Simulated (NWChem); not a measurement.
## Basis-set convergence for phosphine (H3P)

```xyz
4

P     -0.1302    -0.0034     0.0000
H      0.6666    -0.5810     1.0357
H      0.6666    -0.5810    -1.0357
H      0.6204     1.2123     0.0000
```
Charge 0, spin multiplicity 1.

Everything below was run with NWChem. All single points use one geometry, from PBE0/def2-SVP, a minimum by its harmonic frequencies.

Quantity: dipole moment at the level PBE0.

The Pople sets run with spherical d functions.

```json
[
 {"basis": "STO-3G", "functions": "12", "dipole moment (D)": "…"},
 {"basis": "6-31+G*", "functions": "28", "dipole moment (D)": "0.96"},
 {"basis": "def2-SVP", "functions": "33", "dipole moment (D)": "…"},
 {"basis": "pcseg-1", "functions": "33", "dipole moment (D)": "0.95"},
 {"basis": "cc-pVDZ", "functions": "33", "dipole moment (D)": "…"},
 {"basis": "def2-SVPD", "functions": "48", "dipole moment (D)": "0.66"},
 {"basis": "pcseg-2", "functions": "76", "dipole moment (D)": "0.77"},
 {"basis": "aug-cc-pVTZ", "functions": "119", "dipole moment (D)": "0.65"},
 {"basis": "cc-pVQZ", "functions": "149", "dipole moment (D)": "0.65"},
 {"basis": "def2-QZVP", "functions": "160", "dipole moment (D)": "0.64"}
]
```

### Question
Fill in the missing entries.

### Answer

- STO-3G, dipole moment (D): 0.71
- def2-SVP, dipole moment (D): 0.91
- cc-pVDZ, dipole moment (D): 0.83
